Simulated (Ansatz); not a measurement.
A nudged elastic band was laid between two geometries of H2 + H5NSi (9 atoms, charge 0, multiplicity 1).

These are results of RKS CAM-B3LYP/6-31G* in Ansatz 0.2.0, not measurements.

```json
{"movable images": "9", "climbing image": "yes", "spring": "5.0 eV/Å²", "optimiser": "quadratic models (default)", "start path": "through a guess of the saddle point", "force threshold": "0.05 eV/Å", "iteration limit": "60", "end points": "relaxed"}
```

Initial state:

```xyz
9
Properties=species:S:1:pos:R:3
Si -0.322 0.602 -0.013
N 0.057 -0.066 1.539
H -0.684 -0.468 2.099
H 0.728 0.406 2.130
H 0.956 0.889 -0.709
H -1.117 1.865 -0.012
H -1.108 -0.407 -0.765
H 1.746 -2.975 2.060
H 1.394 -2.349 1.852
```

Final state:

```xyz
9
Properties=species:S:1:pos:R:3
Si 0.388 0.093 -0.453
N -0.046 -0.683 2.391
H -0.997 -0.988 2.580
H 0.147 0.092 3.021
H 0.612 0.481 -1.878
H 0.437 1.343 0.340
H -0.942 -0.555 -0.394
H 1.480 -0.840 -0.091
H 0.569 -1.446 2.663
```

**Question.** Which bonds break or form, and what moves?

**Answer.** Bonds broken: Si1–N2, H8–H9. Bonds formed: Si1–H8, N2–H9. H2 + H5NSi becomes H3N + H4Si.

**Question.** What energy profile does the band end with?

**Answer.** It converged. The highest image is number 5 of 0 to 10, 209.6 kJ/mol above the first end and 204.3 kJ/mol above the last; the last end lies 5.4 kJ/mol above the first. Neighbouring images differ by up to 1.6 eV, so the band resolves the path poorly. A vibrational analysis at the climbing image gives one clearly imaginary mode, 1510i cm⁻¹: a first-order saddle point. The orbitals stay closed-shell, which can raise the energy where a bond breaks towards radicals; this wasn't checked here.

```tsv
image	path coordinate (Å)	energy (kJ/mol)	Si1–N2 (Å)	H8–H9 (Å)	Si1–H8 (Å)
0	0.00	0.0	1.73	0.75	4.62
1	0.74	0.3	1.73	0.75	4.27
2	1.49	1.4	1.73	0.75	3.81
3	2.23	7.2	1.73	0.75	3.15
4	2.98	56.3	1.76	0.77	2.47
5	3.72	209.6	1.89	1.17	1.95
6	4.73	98.7	2.32	1.91	1.53
7	5.74	36.4	2.86	2.30	1.48
8	6.74	8.4	3.02	2.73	1.48
9	7.75	5.4	2.94	3.20	1.48
10	8.77	5.4	2.98	2.96	1.48
```

**Question.** What is the geometry of the highest image?

**Answer.** 
```xyz
9
Properties=species:S:1:pos:R:3:forces:R:3
Si 0.054 -0.026 0.112 0.00 0.00 0.00
N 0.158 -0.283 1.983 0.00 0.00 0.00
H -0.728 -0.443 2.463 0.00 0.00 0.00
H 0.706 0.406 2.499 0.00 0.00 0.00
H 1.305 0.396 -0.551 0.00 0.00 0.00
H -0.719 1.270 0.201 0.00 0.00 0.00
H -0.889 -0.909 -0.605 0.00 0.00 0.00
H 1.020 -1.667 0.509 0.00 0.00 0.00
H 0.742 -1.247 1.568 0.00 0.00 0.00
```

Run time: 5.8 min on 1 thread of Arm Neoverse V1, with other jobs on the host, peak memory 0.1 GiB.
